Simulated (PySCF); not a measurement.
# H3O+ (oxonium): MP2/6-31G

What is the vertical ionisation energy of H3O+ (oxonium) at MP2/6-31G? The job is set up through a Python script.

The calculation is run with PySCF 2.14.0.

5 further runs of the same task are left out: 5 set aside as unsound or not needed.

### 1 The molecule

H3O+: 4 atoms, total charge +1, spin state singlet. As SMILES, `[OH3+]`. The shape is that of a GFN2-xTB optimisation.

Bond lengths: O1–H2 0.983 Å, O1–H3 0.983 Å, O1–H4 0.984 Å. Angles: H2–O1–H3 112.0°, H2–O1–H4 112.0°, H3–O1–H4 112.0°.

### 2 A single-point energy at MP2/6-31G

Contents of start.xyz:

```xyz
4

O      0.196050    -0.061020    -0.056900
H      0.214230     0.919440     0.016470
H     -0.413410    -0.366620    -0.765680
H      0.003130    -0.491800     0.806120
```

Contents of calc.py:

```python
from pyscf import gto, scf, mp

mol = gto.M(
    atom='start.xyz',
    verbose=3,
    basis='6-31g',
    max_memory=1860,
    charge=1,
)

mf = scf.RHF(mol)
mf.conv_tol = 1e-10
mf.kernel()
if not mf.converged:
    mf = mf.newton().run(mf.mo_coeff, mf.mo_occ)

pt = mp.MP2(mf, frozen=1).run()
e_final = pt.e_tot
print('Final energy', e_final)
```

The run is started by

```console
$ OMP_NUM_THREADS=1 python calc.py
```

The program printed:

```text
converged SCF energy = -76.266771867587
E(RMP2) = -76.3967653494407  E_corr = -0.129993481853644
E(SCS-RMP2) = -76.3973037602228  E_corr = -0.130531892635829
Final energy -76.39676534944066
```

It took 0.56 s on 1 thread of Arm Neoverse V2, shared host; peak memory 0.12 GiB.

### 3 Doublet [H3O]2+

Contents of job.py:

```python
from pyscf import gto, mp

mol = gto.M(
    atom='''
O      0.370481    -0.115311    -0.107525
H      0.404836     1.737490     0.031124
H     -0.781232    -0.692811    -1.446925
H      0.005915    -0.929367     1.523346
''',
    spin=1,
    charge=2,
    verbose=4,
    basis='6-31g',
    unit='bohr',
    max_memory=1860,
)

mf = mol.UHF()
mf.conv_tol = 1e-10
mf.kernel()
if not mf.converged:
    mf = mf.newton().run(mf.mo_coeff, mf.mo_occ)

pt = mp.MP2(mf, frozen=1).run()
energy = pt.e_tot
print('E = %.10f Eh' % energy)
```

The run is started by

```console
$ OMP_NUM_THREADS=1 python job.py
```

The program printed:

```text
PySCF version 2.14.0

[INPUT] num. atoms = 4
[INPUT] num. electrons = 9
[INPUT] charge = 2
[INPUT] spin (= nelec alpha-beta = 2S) = 1
[INPUT] symmetry False subgroup None
[INPUT] Mole.unit = bohr
[INPUT] Symbol           X                Y                Z      unit          X                Y                Z       unit  Magmom
[INPUT]  1 O      0.196050102279  -0.061019953368  -0.056899779604 AA    0.370481000000  -0.115311000000  -0.107525000000 Bohr   0.0
[INPUT]  2 H      0.214229985360   0.919440112201   0.016470111513 AA    0.404836000000   1.737490000000   0.031124000000 Bohr   0.0
[INPUT]  3 H     -0.413410170841  -0.366619792675  -0.765679735910 AA   -0.781232000000  -0.692811000000  -1.446925000000 Bohr   0.0
[INPUT]  4 H      0.003130083203  -0.491799836981   0.806119987546 AA    0.005915000000  -0.929367000000   1.523346000000 Bohr   0.0

nuclear repulsion = 13.8867718892184
number of shells = 11
number of NR pGTOs = 34
number of NR cGTOs = 15
basis = 6-31g
ecp = {}

******** <class 'pyscf.scf.uhf.UHF'> ********
method = UHF
initial guess = minao
damping factor = 0
level_shift factor = 0
DIIS = <class 'pyscf.scf.diis.CDIIS'>
diis_start_cycle = 1
diis_space = 8
diis_damp = 0
SCF conv_tol = 1e-10
SCF conv_tol_grad = None
SCF max_cycles = 50
direct_scf = True
direct_scf_tol = 1e-13
number electrons alpha = 5  beta = 4
Set gradient conv threshold to 1e-05
init E= -76.5766158187416
[... the frontier-level lines of each cycle are left out ...]

cycle= 1 E= -75.2787061009032  delta_E=  1.3  |g|= 0.544  |ddm|= 1.02
cycle= 2 E= -75.3980640899035  delta_E= -0.119  |g|= 0.229  |ddm|= 0.473
cycle= 3 E= -75.4165483929103  delta_E= -0.0185  |g|= 0.0285  |ddm|= 0.139
cycle= 4 E= -75.4172495885413  delta_E= -0.000701  |g|= 0.011  |ddm|= 0.035
cycle= 5 E= -75.417408639601  delta_E= -0.000159  |g|= 0.00312  |ddm|= 0.016
cycle= 6 E= -75.4174224343935  delta_E= -1.38e-05  |g|= 0.000723  |ddm|= 0.00526
cycle= 7 E= -75.4174230684501  delta_E= -6.34e-07  |g|= 7.03e-05  |ddm|= 0.00119
cycle= 8 E= -75.4174230739207  delta_E= -5.47e-09  |g|= 1.7e-05  |ddm|= 8.31e-05
cycle= 9 E= -75.4174230742375  delta_E= -3.17e-10  |g|= 1.5e-06  |ddm|= 2.45e-05
cycle= 10 E= -75.4174230742396  delta_E= -2.09e-12  |g|= 2.41e-07  |ddm|= 1.79e-06
Extra cycle  E= -75.4174230742396  delta_E= 4.26e-14  |g|= 8.38e-08  |ddm|= 2.2e-07
converged SCF energy = -75.4174230742396  <S^2> = 0.75559642  2S+1 = 2.0055886

******** <class 'pyscf.mp.ump2.UMP2'> ********
nocc = (np.int64(4), np.int64(3)), nmo = (14, 14)
frozen orbitals 1
E(UMP2) = -75.5082862996023  E_corr = -0.0908632253626898
E(SCS-UMP2) = -75.5099411005988  E_corr = -0.0925180263592407
E_corr(same-spin) = -0.0190590508569081
E_corr(oppo-spin) = -0.0718041745057817
E = -75.5082862996 Eh
```

Wall time 0.58 s (1 thread of Arm Neoverse V2, shared host); peak memory 0.12 GiB.

### 4 Summary of results

At MP2/6-31G, 1 core orbital frozen:

```
                                                                   quantity         value
                                                 singlet H3O+: total energy  -76.39677 Eh
                          singlet H3O+: HOMO energy (Hartree–Fock orbitals)     -25.83 eV
                          singlet H3O+: LUMO energy (Hartree–Fock orbitals)      -3.30 eV
                        singlet H3O+: HOMO–LUMO gap (Hartree–Fock orbitals)      22.54 eV
                   singlet H3O+: correlation energy (1 core orbital frozen)    -130.0 mEh
                                              doublet [H3O]2+: total energy  -75.50829 Eh
doublet [H3O]2+: HOMO energy (Hartree–Fock orbitals) (highest over α and β)     -43.75 eV
 doublet [H3O]2+: LUMO energy (Hartree–Fock orbitals) (lowest over α and β)     -20.85 eV
                doublet [H3O]2+: correlation energy (1 core orbital frozen)     -90.9 mEh
                         doublet [H3O]2+: ⟨S²⟩ of the reference determinant         0.756
                       vertical ionisation energy (to the doublet dication)     24.177 eV
```

In words: Removing an electron at fixed nuclei costs 24.18 eV (558 kcal/mol). Mulliken charges (singlet H3O+) of the mean-field density run from -0.71 on O1 to +0.57 on H3; they depend strongly on the basis.
